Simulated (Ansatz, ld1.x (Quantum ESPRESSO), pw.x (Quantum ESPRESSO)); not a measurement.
**From atom to crystal: TM potential for N**

| Quantity | Value |
| --- | --- |
| Element | N (Z = 7) |
| Generator | ld1.x (Quantum ESPRESSO) 7.5 |
| Type | norm-conserving Troullier–Martins (Kleinman–Bylander form) |
| Functional | PBEsol |
| Relativity | scalar-relativistic |
| Frozen core | [He] |
| Valence charge | 5 |
| Reference configuration | 2s2 2p3 |
| Partial waves | 2s (bound): rc 1.10 bohr; 2p (bound): rc 2.40 bohr; 3d channel at 0.05 Ry: rc 2.25 bohr |
| Local potential | the d channel |
| Core correction | none |

Atomic tests: cutoffs needed: 45 Ry and 110 Ry (the cutoffs (Ry, on a coarse ladder) from which the occupation-weighted sum of valence levels, in a spherical-Bessel basis at the reference potential, stays within 10 and 1 mRy of its value at 400 Ry); ghost test: no extra level below or beside the all-electron valence levels (s, p, d, f tested) (spherical-Bessel basis up to 400 Ry, 20 bohr box); configuration tests: 2 of 7 tests not solved or not reliable.

Crystal test: sc N in pw.x 7.5, no spin, 18³ k-points, Fermi–Dirac smearing 0.01 Ry, cutoffs 135/540 Ry. The reference is all-electron LAPW (Ansatz 0.2.0) with the same functional, mesh and smearing; V0 and B0 come from Birch–Murnaghan fits to the pressures at five volumes. Errors are pseudo minus all-electron; Δ is the rms difference of the E(V) curves that follow from these fits, minima aligned, over ±6 % about the mean V0. Mesh and smearing are coarse, so the numbers serve the comparison and aren't converged zero-temperature values; the lattice is a test structure that the element need not adopt. Spin polarisation is left out.

```tsv
V (Å³/atom)	P all-electron (GPa)	P pseudo (GPa)
5.900	12.35	14.94
6.056	5.35	8.22
6.211	-1.16	1.89
6.366	-7.01	-3.86
6.522	-12.12	-8.92
```

All-electron: a0 = 1.835 Å (V0 = 6.18 Å³/atom), B0 = 247.3 GPa.

Pseudopotential: mean pressure error (GPa): +2.97; a0 (Å): 1.843; a0 error (%): +0.43; B0 error (%): -5.8; Δ (meV/atom): 4.1. The largest radius (2.40 bohr) exceeds half the bond length (1.74 bohr), so the spheres overlap, which is one possible source of error among others. Atomic configuration tests: 2 of 7 tests not solved or not reliable.

**Question.** At the middle volume, how do free energy and pressure move when the wave cutoff is lowered (ecutrho kept at four times it)?

**Answer.**

```tsv
cutoff (Ry)	shift of F (meV/atom)	shift of P (GPa)
61	+62.6	-0.29
81	+44.2	-2.40
108	+7.8	-1.35
```

Input at the middle volume:

```
&control
  calculation='scf', prefix='x', pseudo_dir='./', outdir='./tmp', tstress=.true., disk_io='none'
/
&system
  ibrav=0, nat=1, ntyp=1, ecutwfc=135, ecutrho=540, nbnd=9,
  occupations='smearing', smearing='fd', degauss=0.01
/
&electrons
  conv_thr=1e-09, mixing_beta=0.4, electron_maxstep=70
/
ATOMIC_SPECIES
N 1.0 N.UPF
CELL_PARAMETERS angstrom
  1.83817636 0.00000000 0.00000000
  0.00000000 1.83817636 0.00000000
  0.00000000 0.00000000 1.83817636
ATOMIC_POSITIONS crystal
N 0.0000 0.0000 0.0000
K_POINTS automatic
18 18 18 0 0 0
```

```bash
pw.x < N.scf.in > N.scf.out
```

Lines of the output:

```
Message from routine setup:
     using ibrav=0 with symmetry is DISCOURAGED, use correct ibrav instead
     lattice parameter (alat)  =       3.4736  a.u.
     unit-cell volume          =      41.9139 (a.u.)^3
     number of electrons       =         5.00
     number of Kohn-Sham states=            9
     kinetic-energy cutoff     =     135.0000  Ry
     charge density cutoff     =     540.0000  Ry
     scf convergence threshold =      1.0E-09
     Exchange-correlation= PBESOL
     number of k points=   220  Fermi-Dirac smearing, width (Ry)=  0.0100
     iteration #  1     ecut=   135.00 Ry     beta= 0.40
     total energy              =     -19.21281185 Ry
     estimated scf accuracy    <       0.00336000 Ry
     iteration #  2     ecut=   135.00 Ry     beta= 0.40
     total energy              =     -19.21292567 Ry
     estimated scf accuracy    <       0.00113327 Ry
     iteration #  3     ecut=   135.00 Ry     beta= 0.40
     total energy              =     -19.21295074 Ry
     estimated scf accuracy    <       0.00001143 Ry
     iteration #  4     ecut=   135.00 Ry     beta= 0.40
     total energy              =     -19.21295133 Ry
     estimated scf accuracy    <       0.00000012 Ry
     iteration #  5     ecut=   135.00 Ry     beta= 0.40
     total energy              =     -19.21295135 Ry
     estimated scf accuracy    <       0.00000001 Ry
     iteration #  6     ecut=   135.00 Ry     beta= 0.40
     the Fermi energy is    12.2115 ev
!    total energy              =     -19.21295135 Ry
     estimated scf accuracy    <          1.3E-10 Ry
     smearing contrib. (-TS)   =      -0.00127649 Ry
     The total energy is F=E-TS. E is the sum of the following terms:
     one-electron contribution =       4.51637735 Ry
     hartree contribution      =       1.41406613 Ry
     xc contribution           =      -4.72197260 Ry
     ewald contribution        =     -20.42014574 Ry
     convergence has been achieved in   6 iterations
          total   stress  (Ry/bohr**3)                   (kbar)     P=       18.92
     Message from routine punch:
     Nothing written, as per user request (disk_io='none')
```

The run at the middle volume (220 k-points, 6 iterations) took about 9.5 s on one core of a shared host (Neoverse-V2, 32 threads, 247 GiB, load 17).
